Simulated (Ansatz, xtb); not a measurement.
**CHO2S: which of two conformers lies lower**

Structure I is `O=CO[S]`, a doublet and structure II is `O=CO[S]`, a doublet. Both are isolated molecules in the gas phase, relaxed with PBE-D3(BJ)/def2-SVP.

I (Å):

```yaml
atoms:
  - { symbol: C, position_ang: [-2.1367, -1.2202, -2.0830] }
  - { symbol: O, position_ang: [-2.5655, -0.1064, -2.0337] }
  - { symbol: O, position_ang: [-0.7554, -1.4502, -2.0884] }
  - { symbol: S, position_ang: [-0.2541, -3.0535, -2.1600] }
  - { symbol: H, position_ang: [-2.7080, -2.1879, -2.1296] }
```

II (Å):

```xyz
5

C    -2.1916   -1.6578   -2.4360
O    -1.0622   -1.0679   -1.8711
O    -2.7190   -2.6738   -2.0881
S    -0.3153   -1.8190   -0.5551
H    -2.5001   -0.9868   -3.2775
```

Task: Which of the two would you expect CCSD(T)/def2-SVP + ΔMP2/def2-TZVPP electronic energies to favour?

Result: Too close to call at this level: CCSD(T)/def2-SVP + ΔMP2/def2-TZVPP gives E(II) − E(I) = +0.61 kcal/mol.

Level by level:

```json
{"level": "PBE-D3(BJ)/def2-SVP", "geometry": "PBE-D3(BJ)/def2-SVP", "E(II) − E(I) (kcal/mol)": "+0.50", "departure from the last row (kcal/mol)": "−0.12", "job, with rough time for the two": "optimisation, 27 s"}
{"level": "HF/def2-SVP", "geometry": "PBE-D3(BJ)/def2-SVP", "E(II) − E(I) (kcal/mol)": "−1.97", "departure from the last row (kcal/mol)": "−2.58", "job, with rough time for the two": "part of the CCSD(T) run"}
{"level": "MP2/def2-SVP", "geometry": "PBE-D3(BJ)/def2-SVP", "E(II) − E(I) (kcal/mol)": "−0.57", "departure from the last row (kcal/mol)": "−1.18", "job, with rough time for the two": "part of the CCSD(T) run"}
{"level": "CCSD(T)/def2-SVP", "geometry": "PBE-D3(BJ)/def2-SVP", "E(II) − E(I) (kcal/mol)": "−0.60", "departure from the last row (kcal/mol)": "−1.22", "job, with rough time for the two": "single point"}
{"level": "CCSD(T)/def2-SVP + ΔMP2/def2-TZVPP", "geometry": "PBE-D3(BJ)/def2-SVP", "E(II) − E(I) (kcal/mol)": "+0.61", "departure from the last row (kcal/mol)": "", "job, with rough time for the two": "single point, 25 s"}
```

The largest departure from CCSD(T)/def2-SVP + ΔMP2/def2-TZVPP is that of HF/def2-SVP, 2.58 kcal/mol. Levels run at GFN2-xTB geometries aren't shown. The last row adds to CCSD(T) the change of the MP2 difference between the two basis sets, here +1.22 kcal/mol.

With harmonic frequencies from PBE-D3(BJ)/def2-SVP (ideal gas, rigid rotor, one conformer each, 298.15 K, 1 atm): on the last row, ΔE + ΔZPE = +0.70, ΔH = +0.66, ΔG = +0.60 kcal/mol.

Open shells are spin-unrestricted. The correlated steps freeze 8 core orbitals. Programs: Ansatz 0.2.0; the last row on 1 thread of Intel(R) Xeon(R) 6975P-C (Granite Rapids) on a shared host.
